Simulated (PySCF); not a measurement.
Stepwise substitution at one centre (B H-Cl). Isolated molecules, 0 K electronic values unless said otherwise. Strings in code marks are SMILES.

The four lowest singlet excitations (Tamm–Dancoff). Level of theory: CAM-B3LYP-D3(BJ)/def2-TZVP (PySCF). Excitations are Tamm–Dancoff values on a coarser integration grid. The basis has no diffuse functions, so Rydberg states are missing or too high.

```tsv
state	energy (eV)	wavelength (nm)	oscillator strength
S1	5.90	210	0.002
S2	6.03	206	0.000
S3	7.21	172	0.177
S4	8.47	146	0.044
```

Problem. Which member gives these states?
(A) `ClB(Cl)Cl`
(B) `BCl`
(C) `ClBCl`

Solution. C, `ClBCl`
